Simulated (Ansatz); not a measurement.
We consider corundum (α-Al2O3), described by r²SCAN (Ansatz, a first-principles code, PAW).

Run with plane-wave cutoff 560 eV, 10×10×10 k mesh, Fermi–Dirac smearing 0.01 eV, scalar-relativistic PAW data made under PBE.

The cell has the measured lattice parameters. Conventional cell: a = 4.7570 Å, b = 4.7570 Å, c = 12.9877 Å, α = 90.00°, β = 90.00°, γ = 120.00°.

```xyz
10
Lattice="-4.5418 -2.3785 0.0000 -4.5418 2.3785 0.0000 -3.2962 0.0000 -3.9269" Properties=species:S:1:pos:R:3 pbc="T T T"
Al   -10.5498     0.0000    -3.3464
Al    -4.3599     0.0000    -1.3830
Al    -1.8300     0.0000    -0.5805
Al    -8.0199     0.0000    -2.5439
O     -4.7431    -0.9217    -2.9451
O     -5.1245     1.6501    -1.7425
O     -7.6368     0.9217    -0.9817
O     -6.7726     0.7284    -3.7060
O     -7.2553    -1.6501    -2.1843
O     -5.6072    -0.7284    -0.2209
```

Task: List the 31 lowest band energies at Γ above −25 eV (eV, relative to the valence band maximum), grouping those that round alike.

Result: At Γ: -20.20, -17.91, -17.64 (×2), -17.33 (×2), -6.95, -5.93, -5.61 (×2), -4.49, -4.38 (×2), -3.35, -2.94, -1.46 (×2), -1.33 (×2), -0.53 (×2), -0.05 (×2), 0.00, 7.15, 10.15, 11.97, 12.64 (×2), 12.68, 13.42.

Note: cell and atoms aren't relaxed at this level (largest force component 0.06 eV/Å, pressure 0.3 GPa).
